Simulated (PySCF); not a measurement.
PySCF input:

```python
from pyscf import gto, scf, mp, cc as ccmod

mol = gto.M(
    atom='''
    S    -0.00000000   -0.00000000   -0.07936290
    H     0.00000000    0.00000000    1.26980637
    ''',
    basis='cc-pvdz',
    charge=-1,
    spin=0,
    verbose=4,
)

mf = scf.RHF(mol)
mf.conv_tol = 1e-10
mf.max_cycle = 100
mf.kernel()
mp2 = mp.MP2(mf, frozen=5).run()
cc = ccmod.CCSD(mf, frozen=5)
cc.max_cycle = 100
cc.kernel()
et = cc.ccsd_t()
print(f'E(CCSD(T)) = {cc.e_tot + et:.9f}')
```

**Question.** Predict the final energy.

**Answer.** -398.26512 Eh (CCSD(T)/cc-pVDZ).
